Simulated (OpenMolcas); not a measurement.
**One shape, several levels: PH (SMILES [PH])**

Aim: a comparison of 6 runs (UHF/cc-pVTZ, U-r2SCAN/cc-pVTZ, UM06-2X/cc-pVTZ, UTPSS/cc-pVTZ, ROMP2/cc-pVTZ, ROCCSD(T)/cc-pVTZ) of PH. 

Program for the calculation: OpenMolcas 26.06.

## 1. The structure to begin with

The species is PH (2 atoms), meant as a triplet with charge 0. SMILES: `[PH]`. The P1–H2 distance was set to 1.643 Å, away from the relaxed value.

Bond lengths: P1–H2 1.643 Å.

## 2. A single-point energy at UHF/cc-pVTZ (run 1)

Input file test.input:

```
* HP Hartree-Fock

&GATEWAY
  BasLib = $CurrDir
  BasisSet
  P.cc-pVTZ....
  P1 0.000000 0.000000 -0.228820 angstrom
  End of Basis
  BasisSet
  H.cc-pVTZ....
  H2 0.000000 0.000000 1.413680 angstrom
  End of Basis

&SEWARD

&SCF
  UHF
  Spin = 3
  Thresholds = 1e-10 1e-07 1e-07 1e-05
  PrOrbitals = 1 2
```

The basis set cc-pVTZ is read from a file made from the Basis Set Exchange's data (not shown).

The run is started by

```bash
$ export MOLCAS_MEM=1860
$ pymolcas test.input > test.log
```

Output:

```text
--- Start Module: gateway ---
[...]
--- Stop Module: gateway /rc=_RC_ALL_IS_WELL_ ---
--- Start Module: seward ---
[...]
      Basis functions           48
--- Stop Module: seward /rc=_RC_ALL_IS_WELL_ ---
--- Start Module: scf ---
[...]
       Convergence after  17 Iterations
[...]
::    Total SCF energy                               -341.2826621585
[...]
      Total spin, S                                     1.0088262539
[...]
      Total electronic charge=   16.000000
      Total            charge=   -0.000000
[...]
      Dipole Moment (debye):
      Origin of the operator (angstrom)=    0.0000    0.0000   -0.1771
                   X=  9.4027E-16               Y=  3.9548E-16               Z=  1.8160E-01           Total=  1.8160E-01
      Quadrupole Moment (debye*angstrom):
[...]
--- Stop Module: scf /rc=_RC_ALL_IS_WELL_ ---
[...]
```

Wall time 2.1 s (1 thread of Arm Neoverse V2, shared host); peak memory 0.38 GiB.

## 3. The energy at U-r2SCAN/cc-pVTZ (run 2)

Input file mol.inp:

```
&GATEWAY
 BasLib
 $CurrDir
 Coord
 2
 angstrom
 P        0.000000       0.000000      -0.228820
 H        0.000000       0.000000       1.413680
 Basis
 cc-pVTZ
 Group
 NoSym

&SEWARD
 GridInput
 Grid=UltraFine
 End of Grid

&SCF
 UHF
 Spin
 3
 KSDFT
 2
 1.0 MGGA_X_R2SCAN
 1.0 MGGA_C_R2SCAN
 Thresholds
 1e-10 1e-07 1e-07 1e-05
 PrOrbitals
 1 2
```

The basis set cc-pVTZ is read from a file made from the Basis Set Exchange's data (not shown).

The run is started by

```bash
$ export MOLCAS_MEM=1860
$ pymolcas mol.inp > mol.log
```

Output:

```text
--- Start Module: gateway ---
[...]
--- Stop Module: gateway /rc=_RC_ALL_IS_WELL_ ---
--- Start Module: seward ---
[...]
      Basis functions           48
--- Stop Module: seward /rc=_RC_ALL_IS_WELL_ ---
--- Start Module: scf ---
[...]
       Convergence after  19 Iterations
[...]
::    Total KS-DFT energy                            -341.8502940492
[...]
      Total spin, S                                     1.0044317053
[...]
      Total electronic charge=   16.000000
      Total            charge=   -0.000000
[...]
      Dipole Moment (debye):
      Origin of the operator (angstrom)=    0.0000    0.0000   -0.1771
                   X= -9.3637E-16               Y= -2.3099E-15               Z=  2.2562E-01           Total=  2.2562E-01
      Quadrupole Moment (debye*angstrom):
[...]
--- Stop Module: scf /rc=_RC_ALL_IS_WELL_ ---
[...]
```

It took 16 s on 1 thread of Arm Neoverse V2, shared host; peak memory 0.38 GiB.

Runs 3 to 5 aren't shown in full; the table further down has their settings and results.

## 4. The energy at ROCCSD(T)/cc-pVTZ (run 6)

Input file job.input:

```
* HP CCSD(T)
>>> EXPORT MOLCAS_PRINT=2
&GATEWAY
BasLib
$CurrDir
Coord
2
angstrom
P        0.000000       0.000000      -0.228820
H        0.000000       0.000000       1.413680
Basis
cc-pVTZ
Group
NoSym
&SEWARD
&SCF
UHF
Spin
3
Thresholds
1e-10 1e-07 1e-07 1e-05
PrOrbitals
0
&RASSCF
FileOrb
$Project.UnaOrb
Spin
3
Nactel
2 0 0
Inactive
7
Ras2
2
OutOrbitals
Canonical
OrbListing
Few
&MOTRA
JobIph
Frozen
5
&CCSDT
CCT
Triples
3
Iterations
80
Accuracy
1e-08
Extrapolation
5 4
```

The basis set cc-pVTZ is read from a file made from the Basis Set Exchange's data (not shown).

The run is started by

```bash
$ export MOLCAS_MEM=1860
$ pymolcas job.input > job.log
```

Output:

```text
--- Start Module: gateway ---
[...]
--- Stop Module: gateway /rc=_RC_ALL_IS_WELL_ ---
[...]
      Basis functions           48
[...]
       Convergence after  17 Iterations
[...]
::    Total SCF energy                               -341.2826621585
[...]
      Total spin, S                                     1.0088262539
[...]
      Number of active orbitals                  2
[...]
      Spin quantum number                      1.0
[...]
      Active orbitals                            2
[...]
      Number of CSFs                             1
[...]
      Number of root(s) required                 1
[...]
      Convergence after  8 iterations
[...]
      printout of CI-coefficients larger than  0.05 for root  1
      energy=    -341.275639
      conf/sym  11     Coeff  Weight
             1  uu   1.00000 1.00000
      Natural orbitals and occupation numbers for root  1
      sym 1:   1.000000   1.000000
      ************************************************************************************************************************
      *                                                    Final results                                                     *
[...]
::    RASSCF root number  1 Total energy:   -341.27563928
[...]
      Total electronic charge=   16.000000
      Total            charge=   -0.000000
[...]
      Dipole Moment (debye):
      Origin of the operator (angstrom)=    0.0000    0.0000   -0.1771
                   X= -4.2190E-10               Y=  2.5737E-11               Z=  1.6269E-01           Total=  1.6269E-01
      Quadrupole Moment (debye*angstrom):
[...]
--- Start Module: motra ---
[...]
      Convergence after                    16  Iterations
      Total energy (diff) :    -341.41536279       0.00000001
[...]
 METHOD                       : CCSD+T(CCSD)+<T3(1)WT1>+<T3(1)UT2> = CCSD(T)
[...]
       CCSD     =      -341.4153627885789
[...]
```

It took 4.2 s on 1 thread of Arm Neoverse V2, shared host; peak memory 0.38 GiB.

## 5. The series

```tsv
run	level	integration grid	frozen core orbitals	energy (Eh)	dipole moment (D)	HOMO energy (eV)	LUMO energy (eV)	wall time
1	UHF/cc-pVTZ	–	–	-341.282662	0.18	-10.59	1.27	2.1 s
2	U-r2SCAN/cc-pVTZ	UltraFine	–	-341.850294	0.23	-6.61	-3.47	16 s
3	UM06-2X/cc-pVTZ	UltraFine	–	-341.852264	0.18	-8.27	-2.39	14 s
4	UTPSS/cc-pVTZ	UltraFine	–	-341.902665	0.20	-6.32	-3.80	14 s
5	ROMP2/cc-pVTZ	–	5	-341.400779	–	–	–	3 s
6	ROCCSD(T)/cc-pVTZ	–	5	-341.420522	–	–	–	4.2 s
```

## 6. Outcome

| quantity | value |
| --- | --- |
| run 6: total energy | -341.42052 Eh |
| run 6: (T) correction | -5.16 mEh |

What this shows: Over runs 1, 2, 3, 4 the dipole moment (its size) runs from 0.18 D (UHF/cc-pVTZ) to 0.23 D (U-r2SCAN/cc-pVTZ). Totals of different functionals can't be ranked against each other. All runs together took 53 s, the longest 16 s.
